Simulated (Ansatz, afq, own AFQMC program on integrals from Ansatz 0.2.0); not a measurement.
Two steps: Ansatz 0.2.0 writes the Fock matrix and Cholesky factors of the valence space, and afq projects on them the lowest state that overlaps trial and start.

```yaml
crystal:
  periodic: [false, false, false]
  atoms:
    - {symbol: C, position_ang: [0.000000, 0.000000, 0.417821]}
    - {symbol: H, position_ang: [0.000000, 0.000000, -1.929179]}
    - {symbol: H, position_ang: [0.000000, 0.000000, 1.511358]}
basis:
  gaussian: {orbitals: cc-pVDZ}
total_charge: 1
magnetization: {spin_polarized: false, initial_magnetization: 1}
correlation: {method: ccsd_t, electrons: outside_noble_gas, hamiltonian_folder: ham}
```

```sh
$ ansatz run in.yaml --threads 1 --pin off --events-out ev --progress --plain --max-ram 24576MiB --backend cuda --devices 0, --max-vram 18GiB
```

afq runs on the folder ham with

```
--method phaseless --trial cisd --walkers 4000 --populations 20 --least-time 60 --time-step 0.005 --steps-per-block 50 --equilibration-blocks 40 --max-blocks 4000 --target-error 0.00027 --factor-cut 1e-05 --start spin_pure --seed 903 --release-times 0.24,0.51,0.99,1.62,2.4 --release-step 0.03 --release-every 3 --taylor-order 6
```

Times are imaginary, in 1/Eh. The walk had a cap of 122 s. With eight or more populations the least sampling time is a fifth of least-time, and the error comes from their spread.

```
orbitals 23  electrons 3 2  factors 147 of 219
reference energy -38.36545810 Eh
CCSD correlation -0.12914941 Eh in 17 cycles, weight of the determinant in the CISD state 0.8211
energy of the start -38.494605 Eh
 block  time / (1/Eh)  mean weight  energy / Eh
     1     0.250  1.0000  -38.494079
     2     0.500  0.9999  -38.494653
     3     0.750  1.0000  -38.495233
     4     1.000  0.9999  -38.495663
     5     1.250  0.9998  -38.496221
     7     1.750  0.9998  -38.497321
     9     2.250  0.9999  -38.497866
    11     2.750  0.9998  -38.498005
    15     3.750  0.9999  -38.498014
    19     4.750  0.9996  -38.498496
    23     5.750  0.9998  -38.498661
    27     6.750  1.0000  -38.498433
    31     7.750  1.0000  -38.498636
    35     8.750  1.0000  -38.499026
    39     9.750  1.0003  -38.498535
    43    10.750  1.0001  -38.498284
    47    11.750  1.0000  -38.499414
    51    12.750  0.9996  -38.499021
    55    13.750  0.9997  -38.498194
    59    14.750  1.0001  -38.499193
    63    15.750  1.0003  -38.498808
    65    16.250  0.9996  -38.503777
    67    16.750  1.0001  -38.498478
    71    17.750  0.9999  -38.499281
    75    18.750  1.0001  -38.500000
    79    19.750  0.9995  -38.498813
    83    20.750  1.0001  -38.498759
    85    21.250  1.0000  -38.497819
    87    21.750  1.0001  -38.498593
    89    22.250  1.0001  -38.498613
error from the spread of 20 populations
released: time / (1/Eh)  energy / Eh  error  mean overlap
  0.24  -38.498841  0.000083  0.9993
  0.51  -38.499096  0.000084  0.9969
  0.99  -38.499291  0.000096  0.9895
  1.62  -38.499453  0.000092  0.9882
  2.40  -38.500448  0.001080  0.9922
energy -38.498857 +/- 0.000139 Eh
(rows thinned)
```

Question: Estimate how long the walk took on 1 × NVIDIA H100 80GB HBM3 with 2 threads of AMD EPYC 7R13 Processor (Zen 3), with other jobs on the host (the card was shared).

Answer: 20 s of wall time.

The run passed its tests (sampling time, drift between the halves within three errors, error under three times the target), which doesn't prove that it has relaxed.

Against this walk (error 3.8 meV) on the same determinant: CCSD(T) 1.9 meV lower (within the noise), CCSDT(Q) 34.2 meV lower, CCSDTQ 35.3 meV lower, full CI 35.4 meV lower. The error is statistical and leaves out the bias of the constraint. The released energies are still falling (meV from the phaseless value at times in 1/Eh: 0.4 ± 2.3 at 0.24, -6.5 ± 2.3 at 0.51, -12 ± 3 at 0.99, -16 ± 3 at 1.62, -43 ± 29 at 2.40), so they give no level; they do show a bias of the constraint, and the last of them that isn't too noisy lies 19 meV above full CI. Full CI is exact here, so the walk's 35 meV above it is the walk's own error: the bias of the constraint with this trial. The determinant is a poor start (see the cautions), so the low cluster orders aren't to be relied on, and full CI is the sure value.

Cautions: constraint bias not in the error; a spin-contaminated unrestricted determinant lies lower (UHF 1.24 eV lower, ⟨S²⟩ 1.53); the search met a lower determinant of the same kind, perhaps of another symmetry (701 meV lower); strong correlation (T1 0.088, weight of the determinant 0.82, largest double 0.25).

CCSDT and higher add their correlation energy to the determinant of the CCSD(T) run, since their own runs factorise the integrals more tightly (a shift of under 2 meV).
